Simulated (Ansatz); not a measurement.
fcc Ir, treated with PBEsol (plane waves, PAW; Ansatz, a program for electronic structure).

From the output:

```
Crystal: 1 atoms, lattice volume = 14.147 Å³
Basis set: ecut = 520 eV, 339 PW (Γ), exchange–correlation on 48×48×48 points (8 copies of the dense FFT grid, shifted against one another)
Bands: 13, of which v1, the nominal top of the filled ones, is band 9 counted from 1 (8 counted from 0)
Symmetry: 48 space group operations
Space group: Fm-3m (ITA 225), of the structure as read, at distance tolerance 2.4e-5 Å
k-points: 413 of 13824
Functional: x = pbesol(κ = 0.804, μ = 0.12345679012345678), c = pbesol(β = 0.046)
SCF iter   1: F=—  HF=-11799.039587 eV  |F-HF|=—  |Δ(HF+E_count)|=         —  Δρ=5.52e-3  dr2=1.87e-3
SCF iter   2: F=—  HF=-11799.039170 eV  |F-HF|=—  |Δ(HF+E_count)|=   4.16e-4  Δρ=2.25e-3  dr2=9.88e-5
  ...
SCF iter   5: F=—  HF=-11799.039317 eV  |F-HF|=—  |Δ(HF+E_count)|=   8.54e-7  Δρ=5.43e-6  dr2=3.50e-9
SCF iter   6: F=-11799.039317 eV  HF=-11799.039317 eV  |F-HF|=5.46e-11  |Δ(HF+E_count)|=   1.14e-9  Δρ=9.15e-7  dr2=8.61e-11
SCF 1 converged in 6 iterations: F = -11799.039317 eV  dr2 = 8.61e-11
SCF converged after 6 iterations
Free energy (F): -11799.039317 eV
Internal energy: -11799.031689 eV  (E = F + TS)
E sigma→0 (E₀):  -11799.035503 eV
Fermi energy:    25.657630 eV
--- Stress (GPa, compression-positive) ---
       -2.636757       0.000000      -0.000000
        0.000000      -2.636757       0.000000
        0.000000       0.000000      -2.636757
  P = ⅓ Tr σ = -2.6368 GPa (-26.368 kbar)
```

Question: Write an input file that could have produced this run (the log leaves some choices open).

Answer: Several could match; the one computed here: 
Ansatz 0.2 input:
```yaml
crystal:
  lattice:
    - [0.0, 1.9196, 1.9196]
    - [1.9196, 0.0, 1.9196]
    - [1.9196, 1.9196, 0.0]
  atoms:
    - { symbol: Ir, position: [0.0, 0.0, 0.0] }
basis:
  ecutwfc: 520
  ecutrho_ratio: 4
  xc_grid: 2
kpoints:
  mp_grid: { grid: [24, 24, 24] }
hamiltonian:
  xc: pbesol
  dispersion: none
  pseudopotentials: { kind: paw }
scf:
  occupations: { method: fermi_dirac, width: 0.05 }
  convergence: { dr2_threshold: 0.0000000001 }
output:
  forces: false
  stress: true
  eigenvalues: true
```

The PAW data were made under PBE.

Note: cell and atoms aren't relaxed at this level (pressure -2.6 GPa).
